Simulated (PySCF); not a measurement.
C₄H₇OP.
SMILES with atom numbers: `[CH3:1][C:2]1=[CH:3][P@:4]1([CH3:5])=[O:6]`

Definitions: NICS(0) = −σiso at the ring centroid; NICS(1) = −σiso and NICS(1)zz = −σzz at ±1 Å along the ring normal z. Level: GIAO PBE0/pcSseg-1 (PySCF, non-relativistic, gas phase) on the GFN2-xTB geometry, one conformer.

Ring bond lengths (Å), with Mayer bond orders in brackets: C2–C3 1.346 (1.57), C3–P4 1.796 (0.90), P4–C2 1.799 (0.84).

Problem. What do the NICS probes read (ppm)?

Solution. 
```
    ring                                                     type  NICS(0)  NICS(1), two faces  NICS(1)zz, two faces  rms pucker (Å)  centre to ring atoms, mean (Å)
C2–C3–P4  3-membered ring with P; formal bonds 1 double, 2 single    -15.4         -6.7 / -9.3          -7.7 / -13.7            0.00                            0.95
```

Problem. What can be read from them?

Solution. 
- C2–C3–P4: mean NICS(1)zz -10.7 ppm, shielded. P4 has four or more neighbours, so the value isn't read as a sign of a π ring current. The two faces differ by 6.0 ppm, so no symmetry operation interchanges them. NICS(0) lies 7 ppm below the mean NICS(1).

Problem. At the first NICS(1) probe listed for ring C2–C3–P4, 1 Å off the ring, what do the in-plane components average?

Solution. The isotropic value is a third of the trace: (3 × -6.7 − (-7.7))/2 = -6.2 ppm.

Problem. List the ring angles and the Hirshfeld charges of the ring atoms.

Solution. 
- C2–C3–P4: C2 67.9° (-0.025 e), C3 68.2° (-0.103 e), P4 44.0° (+0.387 e); sum 180.0° against 180° for a flat convex ring.

Problem. How shielded are the nuclei of the rings and their hydrogens (means over atoms taken as equivalent)?

Solution. 
```csv
atoms,environment,σ isotropic (ppm)
C2,fully substituted alkene carbon,0.0
C3,alkene CH carbon,21.7
P4,phosphoryl phosphorus,418.5
H on C3,vinylic hydrogen,22.78
```

On an Arm Neoverse V1 with one thread, shared host, this took 14 s wall and 0.70 GiB of memory at its peak. This is the whole shielding run at PBE0/pcSseg-1, SCF included.
